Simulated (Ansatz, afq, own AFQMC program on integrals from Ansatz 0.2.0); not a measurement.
HCl + CH$_{3}$, doublet: a scan with AFQMC

```yaml
atoms:
  - { symbol: Cl, position_ang: [-0.8119, 0.0000, 0.0000] }
  - { symbol: H, position_ang: [0.4669, 0.0000, 0.0000] }
  - { symbol: C, position_ang: [1.8831, 0.0000, 0.0000] }
  - { symbol: H, position_ang: [1.8831, -1.0800, 0.0000] }
  - { symbol: H, position_ang: [1.8831, 0.5400, 0.9353] }
  - { symbol: H, position_ang: [1.8831, 0.5400, -0.9353] }
```

A hydrogen atom is moved from one rigid fragment to the other; the Cl1–H2 distance tells how far. The two fragments are held close together, so this isn't a minimum-energy path and the start is a compressed complex. Energies in mEh count from this geometry (1.279 Å) at the same level; the start stands on UHF, each point on the determinant named.

Basis cc-pVTZ. Only valence electrons are correlated. Ansatz 0.2.0 and our own AFQMC program on the same integrals; the CISD trial comes from CCSD amplitudes, and released means the phaseless constraint is let go. Uncertainties: one standard error, sampling alone.

Cautions, each for one point or more: the ph-AFQMC/CISD walk drifts between its halves.

```csv
r(Cl1–H2) / Å,det.,T1,weight,⟨S²⟩,CCSD(T),ph-AFQMC/CISD,released AFQMC,HF,r2SCAN
1.372,UHF,0.012,0.86,0.78,-0.6,-1.1 ± 0.3,-1.2 ± 0.5,2.5,-2.4
1.419,UHF,0.013,0.86,0.78,0.4,0.0 ± 0.3,–,4.9,-2.0
1.465,UHF,0.013,0.86,0.79,1.9,2.0 ± 0.3,–,7.5,-0.8
1.512,UHF,0.012,0.86,0.79,4.0,3.8 ± 0.4,3.4 ± 0.6,10.3,1.1
1.605,UHF,0.012,0.86,0.78,10.7,10.6 ± 0.3,10.5 ± 0.6,16.7,8.4
```

Weight is that of the determinant in the CISD state; at the start T1 is 0.011 and the weight 0.86, and ⟨S²⟩ is 0.77. A dash marks a missing value, a released energy that hasn't settled or a functional that sits on another state. Largest departures from phaseless AFQMC with a CISD trial: CCSD(T) 0.4 mEh at 1.372 (on UHF) (within the noise), released AFQMC -0.4 mEh at 1.512 (on UHF) (within the noise), HF 6.5 mEh at 1.512 (on UHF), r2SCAN -2.8 mEh at 1.465. The walk's constraint bias lies outside its error bars, so these are departures and not errors. Functionals count only at points shown to share the start's state and spin.

Some points may be missing: those where a free walk finds a much lower state, and past Zn most of those on another determinant than at the start.

A walk keeps the symmetry of its determinant, which the program's search chose and which needn't be the lowest solution, so a lower state of the same spin and another symmetry isn't excluded. Released energies are given only where the last usable release times agree within the noise; a slower fall can still hide under it.
